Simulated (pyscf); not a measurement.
cyclopropane (SMILES C1CC1) + ethyl (•H₂C–CH₃) -> •H₂C–CH₂–CH₂–CH₂–CH₃, a ring opening by addition (doublet surface; C–C broken, C–C formed). Single points on ωB97X-D3(BJ)/def2-SVP structures (PySCF, gas phase). Energies in kcal/mol from the separated reactants.

Small-basis levels: PySCF, no dispersion term, spherical d functions. AM1 to PM7: differences of heats of formation from MOPAC. GFN2-xTB: tblite. Open shells are spin-unrestricted. 

```tsv
level	barrier	reaction energy
HF/3-21G	35.4	-35.7
HF/6-31G*	41.9	-28.6
MP2/6-31G*	33.9	-29.9
PBE/6-31G*	20.5	-29.2
B3LYP/3-21G	21.5	-36.4
B3LYP/LANL2DZ	26.8	-30.0
B3LYP/6-311+G**	27.5	-26.4
PBE/def2-SVP	21.8	-28.3
B3LYP/def2-SVP	27.7	-28.1
GFN2-xTB	19.0	-28.1
PM3	34.3	-31.6
PM6	31.6	-25.9
ωB97M-D3(BJ)/def2-TZVP	27.6	-29.2
```

Against the last row the barrier runs from -8.6 (GFN2-xTB) to +14.3 kcal/mol (HF/6-31G*). ωB97M-D3(BJ)/def2-TZVP has limits of its own. From the product side, H₂C=CH–CH₂–CH₂–CH₃ + H• lies, by one bond made or cut, 19.5 kcal/mol under this saddle at ωB97M-D3(BJ). cyclopropane lies 6.6 kcal/mol over its isomer H₂C=CH–CH₃ (electronic energy, ωB97M-D3(BJ)). •H₂C–CH₂–CH₂–CH₂–CH₃ lies 6.6 kcal/mol over its isomer H₃C–CH₂–C•(CH₃)–CH₃ (electronic energy, ωB97M-D3(BJ)). One saddle was located; it need not be the lowest between these sides.
